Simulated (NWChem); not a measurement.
Correlation energy of dimethyl sulfide (C₂H₆S)

SMILES: CSC
```xyz
9

C     -1.3791     0.0000     0.5069
S      0.0000     0.0000    -0.6547
C      1.3791     0.0000     0.5069
H     -1.3742     0.8990     1.1429
H     -2.3023     0.0000    -0.0896
H     -1.3742    -0.8990     1.1429
H      1.3742     0.8990     1.1429
H      2.3023     0.0000    -0.0896
H      1.3742    -0.8990     1.1429
```
Charge 0, spin multiplicity 1.

All runs are NWChem calculations. Structure: optimised with PBE0/def2-SVP, a minimum by its harmonic frequencies.

Basis set: cc-pVDZ. Each correlation energy counts from its own Hartree-Fock reference.

The correlated methods keep 7 core orbitals frozen. Coupled-cluster values serve here as a point of comparison, not as the truth.

For the correlation energy, CR-CCSD(T) gives -487.6 mHa and CR-CCSD[T] gives -487.8 mHa. What do CCSD, CCSD(T), CCSD+T(CCSD) give?

CCSD: -477.4 mHa; CCSD(T): -490.8 mHa; CCSD+T(CCSD): -491.1 mHa.
